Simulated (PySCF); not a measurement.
C₂H₈N (charge +1).
SMILES: `C[NH2+]C`

Vertical excitations from PySCF (density fitting, frozen core in the response, grid level 2 and gas phase unless stated; continuum runs use non-equilibrium linear response for the excitations) on a GFN2-xTB geometry. Reference run:

```tsv
settings	S1, eV (f)	S2, eV (f)	S3, eV (f)	S4, eV (f)	S5, eV (f)	S6, eV (f)	T1, eV (Tamm–Dancoff)	mean α (au)
CAM-B3LYP/def2-SVPD, full TDDFT, 8 singlets	10.48 (0.015)	10.62 (0.011)	10.88 (0.002)	11.04 (0.000)	11.99 (0.000)	12.22 (0.034)	10.23	30.7
```

Question: What do these settings give: (1) wB97X-D/ANO-RCC-VDZP, full TDDFT, 6 singlets; (2) PBE0/def2-SVPD, level shift 0.1 Eh, full TDDFT, 1 singlet?

Answer: 
| settings | S1, eV (f) | S2, eV (f) | S3, eV (f) | S4, eV (f) | S5, eV (f) | S6, eV (f) | T1, eV (Tamm–Dancoff) | mean α (au) |
| --- | --- | --- | --- | --- | --- | --- | --- | --- |
| wB97X-D/ANO-RCC-VDZP, full TDDFT, 6 singlets | 10.72 (0.017) | 10.87 (0.008) | 11.12 (0.002) | 11.29 (0.000) | 12.14 (0.000) | 12.38 (0.076) | – | 27.9 |
| PBE0/def2-SVPD, level shift 0.1 Eh, full TDDFT, 1 singlet | 10.33 (0.015) | – | – | – | – | – | 10.09 | 30.7 |

(1) S1 moves by +0.24 eV; functional and basis change together, so the shift can't be laid on one. (2) S1 moves by -0.15 eV (PBE0 has 25 % exact exchange, CAM-B3LYP range-separated exact exchange). States are counted by energy in each run and needn't keep their character from row to row.

ANO-RCC sets were contracted for a scalar-relativistic Hamiltonian, but ran non-relativistically here.

Question: Which orbital pairs make up S1 in each run, and how does it sit against the orbital gap?

Answer: 
```
                                                 settings  S1 configurations (weight)  S1 (eV)  orbital gap (eV)  S1 − gap (eV)
              CAM-B3LYP/def2-SVPD, full TDDFT, 8 singlets                    H→L 0.96    10.48             13.99          -3.51
             wB97X-D/ANO-RCC-VDZP, full TDDFT, 6 singlets                    H→L 0.96    10.72             15.29          -4.57
PBE0/def2-SVPD, level shift 0.1 Eh, full TDDFT, 1 singlet                    H→L 0.99    10.33             11.76          -1.43
```


Note: wB97X-D ran without an empirical dispersion term, which enters the total energy and its gradient alone.
